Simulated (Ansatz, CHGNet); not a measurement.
For 2H WSe2, the machine-learned potential CHGNet 0.3.0 (trained on PBE and PBE+U data) gives:

| Item | Result |
|---|---|
| lattice parameter a | 3.321 Å |
| lattice parameter c | 18.012 Å |

Q: What does HSE06-D3(BJ) (Ansatz, a first-principles code, plane waves, PAW) give for the same quantities?

A: 
- lattice constant a: 3.236 Å (falls by 2.6 %)
- lattice parameter c: 12.528 Å (decreases by 30 %)

For comparison: lattice constant a 3.282 Å (measured, 300 K, no zero-point or thermal correction; as tabulated in arXiv:1605.07067); lattice parameter c 12.96 Å (measured, 300 K, not corrected to a static lattice; as tabulated in arXiv:1605.07067).

Changes are worked out from the printed values.

Unless a cell is named, each level is at its own relaxed cell (CHGNet 0.3.0 28.68, HSE06-D3(BJ) 18.94 Å³/atom).

Levels without +SOC leave out spin–orbit coupling, which shifts energies and cells of such heavy elements.

Caveats: the cell has another shape than the first-principles one, perhaps another minimum in the same group (CHGNet 0.3.0); the cell moved over 20 % in volume from its start (CHGNet 0.3.0). Ansatz's density-functional and Hartree–Fock values are scalar-relativistic unless marked +SOC, with PAW data made under PBE.
